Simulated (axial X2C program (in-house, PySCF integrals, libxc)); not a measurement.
# PC⁻: properties at the nuclei

Computed with an axial X2C code built on PySCF integrals: two-component X2C with atomic mean-field Coulomb and Gaunt terms, Gaussian nuclei, basis P dyall-av3z, C dyall-av3z with contracted cores.

R = 1.600 Å (near the PBE0 minimum at charge -1 of the determinant lowest at the starting distance; the state shown can have its own minimum elsewhere).

Determinant lowest in the PBE0 search, Ω = 0 (closed shell), highest spinor 51% C p, 19% P p, 15% C s:

| level | qzz P (a.u.) | qzz C (a.u.) |
| --- | --- | --- |
| PBE0 | -1.25 | -0.86 |
| HF | -1.33 | -1.06 |
| r2SCAN | -1.23 | -0.85 |
| PBE50 | -1.29 | -0.92 |
| B3LYP | -1.24 | -0.89 |

qzz is the electric field gradient, eQq0 = 234.96 MHz × Q/barn × qzz. The operators were transformed with the bare-nucleus X2C matrices; with these basis sets, hyperfine constants and field gradients can be off by tens of per cent, and where levels differ in sign neither size nor sign is settled.

Each state is one determinant with collinear spin. For an anion, determinants above electron detachment, or with a positive highest level, are held by the basis set. The search compared states at one distance, so a state with another bond length can lie lower.
